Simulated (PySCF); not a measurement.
# F, F⁺: ionisation energy in cc-pVTZ

Wanted: the ionisation energy of fluorine, up a ladder of methods.

The numbers are computed with PySCF 2.14.0 (unrestricted determinants in a Gaussian basis, no spin-orbit coupling in the energies), except any that are marked as measured or tabulated.

### 1 The atom as given

* Element: fluorine (Z = 9)
* Basis: cc-pVTZ
* Hamiltonian: no relativity, point nucleus
* State 1: F: [He] 2s2 2p5, 2P determinant
* State 2: F⁺: [He] 2s2 2p4, high-spin 3P determinant
* Methods: UHF, B3LYP, MN15, MP2, CCSD(T)
* Core shells frozen in the correlated runs: valence: 1s2 (for F)

The outer shells:

F [He] 2s2 2p5
```
[He] core
2s [↑↓]
2p [↑↓][↑↓][↑ ]
```

F+ [He] 2s2 2p4
```
[He] core
2s [↑↓]
2p [↑↓][↑ ][↑ ]
```

The runs were made by one driver on top of PySCF. The scripts below sum up each run's settings (the driver also hands on starting orbitals that pick excited configurations, and frozen orbitals as a list rather than a count), and the logs come from the driver's own runs. The driver starts from symmetry-adapted Hartree-Fock orbitals, holds the occupation by maximum overlap and uses a logarithmic radial grid for functionals, so a plain start would take other cycles.

It was started by

```console
> OMP_NUM_THREADS=1 python atomrun2.py TASK.json OUT
```

The integrals over 30 functions and the set-up took 0.03 s of CPU time.

### 2 F, method by method

Level: UHF.

Contents of input.py:

```python
from pyscf import gto, scf, dft, mp, cc
import basis_set_exchange as bse
mol = gto.M(atom="F 0 0 0", charge=0, spin=1, symmetry="D2h",
            basis=gto.basis.parse(bse.get_basis("cc-pVTZ", elements=["F"], fmt="nwchem", header=False)))
mf = scf.UHF(mol)
mf.irrep_nelec = {'Ag': (2, 2), 'B1u': (1, 1), 'B2u': (1, 1), 'B3u': (1, 0)}
mf.kernel()
```

Level: B3LYP.

input.py, as changed from the run before:

```diff
@@ -4,3 +4,3 @@
             basis=gto.basis.parse(bse.get_basis("cc-pVTZ", elements=["F"], fmt="nwchem", header=False)))
-mf = scf.UHF(mol)
+mf = dft.UKS(mol, xc="B3LYP")
 mf.irrep_nelec = {'Ag': (2, 2), 'B1u': (1, 1), 'B2u': (1, 1), 'B3u': (1, 0)}
```

Level: MN15.

input.py, as changed from the run before:

```diff
@@ -4,3 +4,3 @@
             basis=gto.basis.parse(bse.get_basis("cc-pVTZ", elements=["F"], fmt="nwchem", header=False)))
-mf = dft.UKS(mol, xc="B3LYP")
+mf = dft.UKS(mol, xc="MN15")
 mf.irrep_nelec = {'Ag': (2, 2), 'B1u': (1, 1), 'B2u': (1, 1), 'B3u': (1, 0)}
```

Level: MP2 (valence).

input.py, as changed from the run before:

```diff
@@ -4,4 +4,5 @@
             basis=gto.basis.parse(bse.get_basis("cc-pVTZ", elements=["F"], fmt="nwchem", header=False)))
-mf = dft.UKS(mol, xc="MN15")
+mf = scf.UHF(mol)
 mf.irrep_nelec = {'Ag': (2, 2), 'B1u': (1, 1), 'B2u': (1, 1), 'B3u': (1, 0)}
 mf.kernel()
+mp.UMP2(mf, frozen=1).kernel()
```

Level: CCSD(T) (valence).

input.py, as changed from the run before:

```diff
@@ -7,2 +7,3 @@
 mf.kernel()
-mp.UMP2(mf, frozen=1).kernel()
+mycc = cc.CCSD(mf, frozen=1).run()
+mycc.ccsd_t()
```

### 3 F⁺, method by method

Level: UHF.

Contents of input.py:

```python
from pyscf import gto, scf, dft, mp, cc
import basis_set_exchange as bse
mol = gto.M(atom="F 0 0 0", charge=1, spin=2, symmetry="D2h",
            basis=gto.basis.parse(bse.get_basis("cc-pVTZ", elements=["F"], fmt="nwchem", header=False)))
mf = scf.UHF(mol)
mf.irrep_nelec = {'Ag': (2, 2), 'B1u': (1, 0), 'B2u': (1, 1), 'B3u': (1, 0)}
mf.kernel()
```

Level: B3LYP.

input.py, as changed from the run before:

```diff
@@ -4,3 +4,3 @@
             basis=gto.basis.parse(bse.get_basis("cc-pVTZ", elements=["F"], fmt="nwchem", header=False)))
-mf = scf.UHF(mol)
+mf = dft.UKS(mol, xc="B3LYP")
 mf.irrep_nelec = {'Ag': (2, 2), 'B1u': (1, 0), 'B2u': (1, 1), 'B3u': (1, 0)}
```

Level: MN15.

input.py, as changed from the run before:

```diff
@@ -4,3 +4,3 @@
             basis=gto.basis.parse(bse.get_basis("cc-pVTZ", elements=["F"], fmt="nwchem", header=False)))
-mf = dft.UKS(mol, xc="B3LYP")
+mf = dft.UKS(mol, xc="MN15")
 mf.irrep_nelec = {'Ag': (2, 2), 'B1u': (1, 0), 'B2u': (1, 1), 'B3u': (1, 0)}
```

Level: MP2 (valence).

input.py, as changed from the run before:

```diff
@@ -4,4 +4,5 @@
             basis=gto.basis.parse(bse.get_basis("cc-pVTZ", elements=["F"], fmt="nwchem", header=False)))
-mf = dft.UKS(mol, xc="MN15")
+mf = scf.UHF(mol)
 mf.irrep_nelec = {'Ag': (2, 2), 'B1u': (1, 0), 'B2u': (1, 1), 'B3u': (1, 0)}
 mf.kernel()
+mp.UMP2(mf, frozen=1).kernel()
```

Level: CCSD(T) (valence).

input.py, as changed from the run before:

```diff
@@ -7,2 +7,3 @@
 mf.kernel()
-mp.UMP2(mf, frozen=1).kernel()
+mycc = cc.CCSD(mf, frozen=1).run()
+mycc.ccsd_t()
```

What does the calculation give?

**Answer**, as computed:

```
            quantity                                                      value
ionisation energy, F  UHF 15.654, CCSD(T) (valence) 17.131 eV; reference 17.427
```

Each level's miss and price (over 1 difference):

| method | mean absolute miss against the measured value (with the measured fine structure taken into account where it is known) (eV) | CPU time, both states (s) |
| --- | --- | --- |
| UHF | 1.773 | 0.13 |
| B3LYP | 0.231 | 0.27 |
| MN15 | 0.167 | 0.5 |
| MP2 (valence) | 0.233 | 0.15 |
| SCS-MP2 (valence) | 0.246 | 0.15 |
| CCSD (valence) | 0.338 |  |
| CCSD(T) (valence) | 0.296 | 0.78 |

**Reading.** MN15 lands nearest to the measured value (off by 0.17 eV); UHF misses by most (1.77 eV). Hartree-Fock falls short because the species with more electrons holds more correlation energy, which it lacks. The basis is finite, and no extrapolation was made. The dearest level timed, CCSD(T) (valence), costs 6 times the cheapest, UHF, and differs from the measured value (with the measured fine structure taken into account where it is known) by 0.30 against 1.77 eV.
